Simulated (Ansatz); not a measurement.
# BNH4 (SMILES BN) at PBE0/def2-TZVPP

What is the energy change on altering one bond length of BNH4 at PBE0/def2-TZVPP? 

The calculation is run with Ansatz 0.2.0.

56 further runs of the same task are left out: 56 set aside as unsound or not needed.

### Step 1. The structure to begin with

The species is BNH4 (6 atoms), meant as a singlet with charge 0. As SMILES, `BN`. Geometry: relaxed at PBE0-D4/def2-TZVP.

Bond lengths: B1–N2 1.385 Å, B1–H3 1.197 Å, B1–H4 1.197 Å, N2–H5 1.006 Å, N2–H6 1.006 Å. Angles: B1–N2–H5 123.2°, B1–N2–H6 123.2°, N2–B1–H3 119.0°, N2–B1–H4 119.0°, H5–N2–H6 113.5°, H3–B1–H4 122.0°.

### Step 2. The energy at PBE0/def2-TZVPP

File job.yaml:

```yaml
crystal:
  periodic: [false, false, false]
  atoms:
    - symbol: B
      position_ang: [-0.128200, -0.679600, -0.025600]
    - symbol: "N"
      position_ang: [0.146100, 0.677400, 0.010800]
    - symbol: H
      position_ang: [0.225800, -1.368000, 0.887500]
    - symbol: H
      position_ang: [-0.712000, -1.128700, -0.969200]
    - symbol: H
      position_ang: [-0.121600, 1.313700, -0.720800]
    - symbol: H
      position_ang: [0.632000, 1.121400, 0.771300]
basis:
  gaussian:
    orbitals: def2-TZVPP
magnetization:
  spin_polarized: false
hamiltonian:
  xc: pbe0
accuracy: high
output: {orbitals: {seedname: orbitals}}
```

Started as:

```sh
$ ansatz run job.yaml --threads 1 --pin off --max-ram 3480MiB --events-out events.jsonl --progress --plain --runs-dir runs
```

Log:

```text
Warning: RAYON_NUM_THREADS=1 ignored (pool sized by the plan → 1); use --threads N
Functional definition: PBE0
  name "PBE0"
  parameter a = 0.25
  parameter kappa = 0.804
  parameter beta = 0.06672455060314922
  exchange = (1 - a)*pbe_x(kappa = kappa, mu = beta*pi^2/3) + a*exact_x
  correlation = pbe_c(beta = beta)
2045 factors; integrals over basis functions are off by at most 3.0e-9 eV
mean field evaluation 1: about -2224.9491 eV, gradient 5.3e1 eV
mean field evaluation 2: about -2219.5333 eV, gradient 7.0e1 eV
mean field evaluation 4: about -2230.3663 eV, gradient 2.4e0 eV
mean field evaluation 8: about -2230.3808 eV, gradient 1.7e-2 eV
mean field evaluation 16: about -2230.3808 eV, gradient 8.1e-8 eV
mean field -2230.38076366 eV, -81.9649812582 hartree, gradient 2.1e-8 eV, S^2 0.000000; 0 other end points of the search recorded, 0 dependent functions left out
reference -2230.38076622 eV, -81.9649813524 hartree; 8, 8 occupied and 110, 110 virtual orbitals, 2045 factors
Total energy: -2230.38076622 eV, -81.9649813524 hartree
```

Wall time 6.3 s (1 thread of Arm Neoverse V1, shared host); peak memory 0.3 GiB.

### Step 3. The distorted shape

File run.yaml:

```yaml
crystal:
  periodic: [false, false, false]
  atoms:
    - symbol: B
      position_ang: [-0.169352, -0.883187, -0.031061]
    - symbol: N
      position_ang: [0.146100, 0.677400, 0.010800]
    - symbol: H
      position_ang: [0.184648, -1.571587, 0.882039]
    - symbol: H
      position_ang: [-0.753152, -1.332287, -0.974661]
    - symbol: H
      position_ang: [-0.121600, 1.313700, -0.720800]
    - symbol: H
      position_ang: [0.632000, 1.121400, 0.771300]
basis:
  gaussian:
    orbitals: def2-TZVPP
hamiltonian:
  xc: pbe0
accuracy: high
output: {orbitals: {seedname: orbitals}}
```

Started as:

```sh
$ ansatz run run.yaml --threads 1 --pin off --max-ram 3480MiB --events-out events.jsonl --progress --plain --runs-dir runs
```

Log, shortened:

```text
Warning: RAYON_NUM_THREADS=1 ignored (pool sized by the plan → 1); use --threads N
[... 7 set-up lines as earlier in the session ...]
2032 factors; integrals over basis functions are off by at most 3.2e-9 eV
mean field evaluation 1: about -2224.5681 eV, gradient 5.2e1 eV
mean field evaluation 2: about -2214.2507 eV, gradient 8.0e1 eV
mean field evaluation 4: about -2229.6946 eV, gradient 2.7e0 eV
mean field evaluation 8: about -2229.7147 eV, gradient 2.7e-2 eV
mean field evaluation 16: about -2229.7147 eV, gradient 2.2e-7 eV
mean field -2229.71467792 eV, -81.9405030586 hartree, gradient 1.5e-8 eV, S^2 0.000000; 0 other end points of the search recorded, 0 dependent functions left out
reference -2229.71468054 eV, -81.9405031548 hartree; 8, 8 occupied and 110, 110 virtual orbitals, 2032 factors
Total energy: -2229.71468054 eV, -81.9405031548 hartree
```

Run time: 6.3 s. Hardware: 1 thread of Arm Neoverse V1, shared host; peak memory 0.3 GiB.

### Step 4. Summary of results

Level: PBE0/def2-TZVPP.

```
                                                         quantity         value
                                        first shape: total energy  -81.96498 Eh
                                         first shape: HOMO energy      -8.70 eV
                                         first shape: LUMO energy       0.23 eV
                                       first shape: HOMO–LUMO gap       8.92 eV
                                    distorted shape: total energy  -81.94050 Eh
                                     distorted shape: HOMO energy      -7.86 eV
                                     distorted shape: LUMO energy      -0.56 eV
                                   distorted shape: HOMO–LUMO gap       7.30 eV
energy change with the B1–N2 bond stretched from 1.385 to 1.593 Å      0.666 eV
```

What this shows: With the B1–N2 bond stretched from 1.385 to 1.593 Å the energy rises by 0.67 eV (15.4 kcal/mol).
